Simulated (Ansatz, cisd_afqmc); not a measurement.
System: NH, charge 0, triplet. NH (SMILES [NH], triplet).
B3LYP-D3(BJ)/def2-TZVP minimum from Ansatz (a quantum-chemistry and plane-wave program):
```xyz
2

N      0.0000     0.0000    -0.1302
H      0.0000     0.0000     0.9116
```
Charge 0, spin multiplicity 3.

Total energies in cc-pVQZ, 6 correlated electrons, 1 frozen orbitals. Radicals and triplets start from unrestricted determinants; spin-orbit coupling is neglected. Correlated methods leave the cores frozen. No relativity. AFQMC is phaseless with a CISD trial state; ± is one standard error, without the phaseless bias. Outlying blocks are dropped, and bars are widened where a walk drifts. Over all cases where full CI ran beside it in this data, AFQMC minus full CI had a median of +0.1 mEh and passed +0.4 mEh in a tenth of the cases.

```
method         program        energy (Eh)  minus CCSDT(Q) (mEh)
----------  ----------  -----------------  --------------------
HF              Ansatz          -54.98497                170.16
MP2             Ansatz          -55.13271                 22.43
CCSD            Ansatz          -55.15008                  5.06
CCSD(T)         Ansatz          -55.15456                  0.57
CCSDT(Q)        Ansatz          -55.15513                  0.00
AFQMC/CISD  cisd_afqmc  -55.1550 ± 0.0001             0.1 ± 0.1
```

Rough core times of Ansatz's runs on a shared machine: CCSD(T) under 20 s, CCSDT(Q) 2 min.
